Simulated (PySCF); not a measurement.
Species: C₄H₅S₂ (doublet state).
Geometry (GFN2-xTB, Å), atoms numbered from 1 in this order:
```
atom  x, y, z in Å
S1     2.6685   -0.7227   -0.6607
C2     1.0392   -0.1894   -0.2675
C3     0.0138   -0.9675    0.0854
C4    -1.2616   -0.2451    0.3638
C5    -0.9727    1.1953    0.1559
S6     0.6340    1.5260   -0.3184
H7     3.1477    0.4946   -0.9040
H8     0.0843   -2.0376    0.1676
H9    -2.0656   -0.6008   -0.3009
H10   -1.6108   -0.4468    1.3892
H11   -1.6714    1.9967    0.2634
```

The hyperfine couplings belong to this conformer and change with its torsions.

Identity: `C1C=C(S[CH]1)S` [radical].

Computed with UKS B3LYP, pcH-1 on C H S, non-relativistic, mean-field spin-orbit, GIAO in PySCF. Geometry: GFN2-xTB, one conformer, isolated molecule. A GFN2-xTB geometry isn't a minimum of the functional, and hyperfine couplings can be far from their values at a DFT geometry. Stability of the SCF solution: not tested.

(1) Break the g tensor into its mass correction, gauge correction and orbital-Zeeman/spin–orbit terms.

(2) What effective moment and Curie constant follow for a powder?

(3) At 34.051 GHz, how far is the centre of the isotropic spectrum from where a free electron (g = 2.002319) resonates?

(4) In a frozen sample, at which fields do the three g values resonate at 9.5, 34, 94 and 263 GHz (hyperfine left aside), and which band first spreads them over more than twice a line width of 1.0 mT?

Results:

(1) 
```json
{"Δg (ppt)": "relativistic mass correction", "1": "-0.16", "2": "-0.16", "3": "-0.16"}
{"Δg (ppt)": "gauge correction", "1": "0.04", "2": "0.00", "3": "0.03"}
{"Δg (ppt)": "orbital Zeeman/spin–orbit", "1": "-0.34", "2": "0.02", "3": "5.63"}
{"Δg (ppt)": "total", "1": "-0.47", "2": "-0.14", "3": "5.50"}
```

So g = 2.00185, 2.00218, 2.00782 and g_iso = 2.00395; the tensor is close to axial: the two nearest values differ by 5 % of g3 − g1. Axes: g3 points within 13° of the C5–H11 bond.

(2) With the mean of g² = 4.0158 and S(S+1) = 0.75: μ_eff = √(⟨g²⟩S(S+1)) = 1.735 μB and χT = 0.12505·⟨g²⟩·S(S+1) = 0.377 cm³ K/mol (cgs; spin-Hamiltonian part alone).

(3) B = hν/(g μB) with μB/h = 13.99624 MHz/mT gives 1215.02 mT for the free electron and 1214.04 mT at g_iso, 0.99 mT lower.

(4) 
```
band    GHz  B(g3) mT  B(g2) mT  B(g1) mT  spread mT
   X    9.5    338.06    339.01    339.06       1.01
   Q   34.0   1209.88   1213.29   1213.49       3.61
   W   94.0   3344.97   3354.39   3354.94       9.97
   J  263.0   9358.79   9385.16   9386.68      27.90
```

The spread grows in proportion to the frequency. Q band is the first where it exceeds 2.0 mT.

The largest Mulliken spin populations are on C5 (+0.84), S6 (+0.15), C4 (-0.08) and C3 (+0.06). The positive populations add up to 1.16 and the negative ones to -0.16, together 2S = 1. The angles at C5 add up to 360.0°, so it is planar; its axial dipolar tensor and the negative coupling of its proton fit spin in a p orbital normal to that plane.

The HOMO–LUMO gaps are 4.05 eV among the α and 4.69 eV among the β orbitals.

On one thread, Arm Neoverse V1 (aarch64), shared host with 64 logical CPUs at a one-minute load of 34, this took 44 s wall (grids of density and orbitals included) and 0.75 GiB of memory at its peak.
